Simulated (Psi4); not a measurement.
Psi4 input (wB97X-D/6-31G*):

```
memory 1500 MB

molecule {
-1 1
Si    0.08512521    0.08333339    0.08368655
H    -0.93940997   -0.90765273    0.67751647
H    -0.91388705    0.68123940   -0.93063229
H     0.66154409   -0.94025419   -0.91849584
symmetry c1
no_reorient
no_com
}

set {
  basis 6-31G*
  reference rks
  scf_type pk
  dft_radial_points 99
  dft_spherical_points 590
  e_convergence 1e-8
  d_convergence 1e-7
  maxiter 150
}

e = energy('wb97x-d')
print_out(f'\nFINAL {e:.10f} DIPOLE {variable("CURRENT DIPOLE")[0]:.6f} {variable("CURRENT DIPOLE")[1]:.6f} {variable("CURRENT DIPOLE")[2]:.6f}\n')
```

Task: What final total energy does it give?

Result: -291.24406 Eh.
